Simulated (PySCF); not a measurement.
hydrogen sulfide (H₂S), SMILES S. Atoms are numbered in the order given.

```xyz
3

S      0.0000     0.0000    -0.1047
H      0.0000    -0.9705     0.8376
H      0.0000     0.9705     0.8376
```

Coordinates come from a PBE-D3(BJ)/def2-TZVPD optimisation.

Computed with PySCF with ωB97X/def2-TZVPD.

Symmetry labels are those of the subgroup C2v that the program uses (full group C2v).

Computed valence orbital energies around the gap with their symmetry:
```tsv
orbital	symmetry	energy (eV)
HOMO−7	A1	-218.68
HOMO−6	B2	-163.23
HOMO−5	A1	-163.13
HOMO−4	B1	-162.96
HOMO−3	A1	-23.68
HOMO−2	B2	-14.92
HOMO−1	A1	-12.90
HOMO	B1	-10.00
LUMO	A1	1.78
LUMO+1	B2	2.24
LUMO+2	A1	2.45
LUMO+3	B2	2.53
```
